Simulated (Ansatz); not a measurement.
# NHCl (quartet): the correlation ladder at distance Cl1–H2 along a hydrogen transfer = 1.594 Å, cc-pVDZ

How much of the correlation energy of NHCl (quartet) does each wave-function method recover here?

Computed with Ansatz 0.2.0, Gaussian basis. Level: cc-pVDZ, core rule «outside noble gas», up to 6 orbitals frozen.

The runs, in order: UHF; CCSD(T) on ROHF; CCSD(T) on UHF; BCCD(T) on ROHF; CISD; CCSDT(Q) on ROHF; CCSDT(Q) on UHF; CCSDTQ on ROHF; CASSCF and MRCISD+Q, 5 electrons in 5 orbitals; CASSCF and NEVPT2, 5 electrons in 5 orbitals; CASSCF and MRCISD+Q, 13 electrons in 9 orbitals; CASSCF and MRCISD+Q(relaxed), 13 electrons in 9 orbitals; CASSCF and NEVPT2, 13 electrons in 9 orbitals.

## (1) The geometry

The geometry derives from fragments relaxed apart (PBE0/def2-TZVP) and kept rigid, so it is no stationary point. A hydrogen atom is moved between rigid fragments.

3 atoms, charge 0, spin multiplicity 4.

Atoms are counted from 1 here; the program's logs count them from 0.

Bond lengths: Cl1–H2 1.594 Å, H2–N3 1.040 Å. Angles: Cl1–H2–N3 180.0°.

As a file:

```xyz
3
charge 0, multiplicity 4
Cl    0.0000    0.0000   -1.4093
H     0.0000    0.0000    0.1847
N     0.0000    0.0000    1.2247
```

## (2) UHF

File in.yaml:

```yaml
crystal:
  periodic: [false, false, false]
  atoms:
    - {symbol: Cl, position_ang: [0.000000, 0.000000, -1.409333]}
    - {symbol: H, position_ang: [0.000000, 0.000000, 0.184667]}
    - {symbol: N, position_ang: [0.000000, 0.000000, 1.224667]}
basis:
  gaussian: {orbitals: cc-pVDZ}
magnetization: {spin_polarized: true, initial_magnetization: 3}
hamiltonian: {xc: hf}
output: {orbitals: {seedname: orbitals}}
```

Command:

```sh
> ansatz run in.yaml --threads 1 --pin off --events-out ev --progress --plain --max-ram 2560MiB --backend cpu
```

Further steps of the session: CCSD(T) on ROHF; CCSD(T) on UHF; BCCD(T) on ROHF; CISD; CCSDT(Q) on ROHF; CCSDT(Q) on UHF; CCSDTQ on ROHF; CASSCF and MRCISD+Q, 5 electrons in 5 orbitals; CASSCF and NEVPT2, 5 electrons in 5 orbitals; CASSCF and MRCISD+Q, 13 electrons in 9 orbitals; CASSCF and MRCISD+Q(relaxed), 13 electrons in 9 orbitals; CASSCF and NEVPT2, 13 electrons in 9 orbitals.

Before running them: what should the planned runs give, taken together? Wanted: RCCSDTQ below the RHF energy; RMP2 from RCCSDTQ; UMP2 from RCCSDTQ; RCCSD from RCCSDTQ; RCCSD(T) from RCCSDTQ; UCCSD(T) from RCCSDTQ; RCCSDT(Q) from RCCSDTQ; UCCSDT(Q) from RCCSDTQ; NEVPT2 pair from RCCSDTQ.

**Answer**, as computed:

| quantity | value |
| --- | --- |
| RCCSDTQ below the RHF energy | -7.8169 eV |
| RMP2 from RCCSDTQ | +1046.9 meV |
| UMP2 from RCCSDTQ | +1105.3 meV |
| RCCSD from RCCSDTQ | +170.9 meV |
| RCCSD(T) from RCCSDTQ | +32.6 meV |
| UCCSD(T) from RCCSDTQ | +31.4 meV |
| RCCSDT(Q) from RCCSDTQ | +0.7 meV |
| UCCSDT(Q) from RCCSDTQ | -1.2 meV |
| NEVPT2 pair from RCCSDTQ | +1037.2 meV |
| MRCISD+Q pair from RCCSDTQ | +45.5 meV |
| NEVPT2 valence from RCCSDTQ | +1402.7 meV |
| levels within 1 kcal/mol (43 meV) | RCCSD(T), UCCSD(T), BCCD(T), RCCSDT, UCCSDT, RCCSDT(Q), UCCSDT(Q), MRCISD+Q valence, MRCISD+Q(relaxed) valence |
| T1 diagnostic | 0.026 |
| effectively unpaired electrons | 3.01 |

RCCSD(T) misses by +32.6 meV, 0.4 % of the correlation energy. One determinant dominates. Of the multireference levels listed MRCISD+Q(relaxed) valence comes nearest in total energy (-0.6 meV), which doesn't show that its space is the better one. These misses are within one basis, not against nature; the frozen cores of restricted and unrestricted runs differ, which can shift their rows.
